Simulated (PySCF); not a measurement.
# Energy of F (fluorine, neutral) between two integer charges

The 2p beta orbital of [He] 2s2 2p5 is emptied in steps (occupation f), with all orbitals relaxed, ending at [He] 2s2 2p4. All numbers are calculated (PySCF 2.14, the non-relativistic Hamiltonian (point nucleus), in aug-cc-pVDZ (4s3p2d, 23 functions)). The exact energy is a straight line in f; departures are measured from the line between the end points of the same method.

```tsv
f	LDA (eV)	PBE (eV)	PBE0 (eV)	r2SCAN (eV)	LC-wPBE (eV)	BHandHLYP (eV)	wB97X (eV)	M06-2X (eV)	HSE06 (eV)
1	0.000	0.000	0.000	0.000	0.000	0.000	0.000	0.000	0.000
0.8	-1.240	-1.196	-0.798	-1.092	-0.365	-0.410	-0.383	-0.467	-0.863
0.6	-1.877	-1.804	-1.201	-1.629	-0.551	-0.628	-0.576	-0.723	-1.298
0.4	-1.891	-1.808	-1.202	-1.610	-0.549	-0.638	-0.572	-0.738	-1.298
0.2	-1.267	-1.204	-0.799	-1.052	-0.361	-0.432	-0.374	-0.485	-0.862
0	0.000	0.000	0.000	0.000	0.000	0.000	0.000	0.000	0.000
```

Q: For M06-2X, how does the orbital energy at f = 1 compare with the removal energy?

A: −ε = 14.733 eV against a total-energy difference of 17.550 eV. By Janak's theorem ε = ∂E/∂f, so the gap between them reflects the curvature. Along the path −ε is 15.720 (f = 0.8), 16.844 (f = 0.6), 18.137 (f = 0.4), 19.467 (f = 0.2) eV.

| method | E(f=0) − E(f=1) (eV) | −ε at f=1 (eV) | −ε at f=0.4 (eV) |
| --- | --- | --- | --- |
| LDA | 17.996 | 10.333 | 19.514 |
| PBE | 17.697 | 10.282 | 19.198 |
| PBE0 | 17.510 | 12.558 | 18.518 |
| r2SCAN | 17.622 | 10.789 | 19.090 |
| LC-wPBE | 17.794 | 15.541 | 18.274 |
| BHandHLYP | 17.378 | 14.871 | 17.860 |
| wB97X | 17.568 | 15.198 | 18.082 |
| M06-2X | 17.550 | 14.733 | 18.137 |
| HSE06 | 17.513 | 12.153 | 18.607 |

Reference removal energy between the ground levels: 17.423 eV (measured; NIST Atomic Spectra Database, ionization energies). The calculation has no spin-orbit coupling.
